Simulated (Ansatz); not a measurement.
**How far each method lies from UCCSDT(Q) for B–CH2, doublet**

Geometry: a PBE0/def2-TZVP stationary point for this spin, not checked as a minimum.

```xyz
4

B     0.0000    0.0000    0.8265
C     0.0000    0.0000   -0.5553
H     0.0000   -0.9252   -1.1237
H     0.0000    0.9252   -1.1237
```

Basis cc-pVTZ; Ansatz 0.2.0. Only valence electrons are correlated (noble-gas cores frozen), which leaves 9 electrons in 86 orbitals. Prefix R: restricted or restricted open-shell reference; prefix U: unrestricted. Active spaces: valence = (9e, 10o) chosen from the atoms' valence shells.

Full CI isn't at hand for all of this; UCCSDT(Q) serves as the reference, and is uncertain by about the last step of the cluster series. The frozen core follows each run's orbitals, which can shift R against U totals by a few meV.

Unrestricted rows (U) aren't spin-pure: their determinants' ⟨S²⟩ exceeds S(S+1) by up to 0.17, so they mix in states of higher spin.

The UHF ⟨S²⟩ is 0.919 and the T1 diagnostic (RCCSD) is 0.0248. The largest doubles amplitude (RCCSD) is 0.089 and the T1 diagnostic (UCCSD) is 0.0460.

| level | E − E(UCCSDT(Q)) (mEh) | share of correlation (%) | wall time |
| --- | --- | --- | --- |
| RHF | 265.34 | 0.00 | – |
| UHF | 259.55 | 2.18 | – |
| RMP2 | 34.96 | 86.82 | – |
| UMP2 | 40.82 | 84.62 | – |
| RCCSD | 13.28 | 94.99 | – |
| UCCSD | 13.26 | 95.00 | – |
| RCCSD(T) | 1.53 | 99.42 | 2.4 s (H100) |
| UCCSD(T) | 1.84 | 99.31 | 3 s (H100) |
| BCCD(T) | 1.51 | 99.43 | 2.2 s (H100) |
| RCCSDT | 0.71 | 99.73 | – |
| UCCSDT | 0.68 | 99.74 | – |
| RCCSDT(Q) | 0.08 | 99.97 | 9 s (H100) |
| CASSCF (valence space) | 154.40 | 41.81 | – |
| NEVPT2 (valence space) | 31.13 | 88.27 | 6.5 s (H100) |
| MRCISD (valence space) | 9.83 | 96.29 | – |
| MRCISD+Q (valence space) | 2.11 | 99.20 | 7.5 s (H100) |

The correlation energy at UCCSDT(Q), counted from RHF, is -7.220 eV. That run took 12 s on 2 threads of AMD EPYC 7R13 with a shared H100 80 GB, shared host.

Times hold each run's SCF and search for its determinant on a shared host, so for small cases they say little of a method's own cost.

Natural occupations of CASSCF (valence space) about the gap: 1.982 1.970 1.969 1.928 1.003 0.072 0.022 0.021 0.017 0.015; effectively unpaired electrons, Σ n²(2−n)², 1.05.

Atomization energy (electronic, same basis, no zero-point term; atoms at the same level, unrestricted beside the R rows where the molecule is a closed shell, with restricted open-shell steps beyond CCSDT(Q)) at UCCSDT(Q): 1265.8 kJ/mol. Errors of other levels:

| level | error (kJ/mol) |
| --- | --- |
| RHF | -263.6 |
| UHF | -271.5 |
| RMP2 | 26.8 |
| UMP2 | 11.3 |
| RCCSD | -22.8 |
| UCCSD | -23.6 |
| RCCSD(T) | -1.4 |
| UCCSD(T) | -2.4 |
| BCCD(T) | -1.3 |
| RCCSDT | -1.5 |
| UCCSDT | -1.7 |
| RCCSDT(Q) | 0.0 |
| CASSCF (valence space) | -112.6 |
| NEVPT2 (valence space) | -17.6 |
| MRCISD (valence space) | -19.6 |
| MRCISD+Q (valence space) | -8.8 |

This basis is far from its limit, so the value isn't to be set against a measured one. Truncated CI isn't size-consistent, which counts against it in atomization.
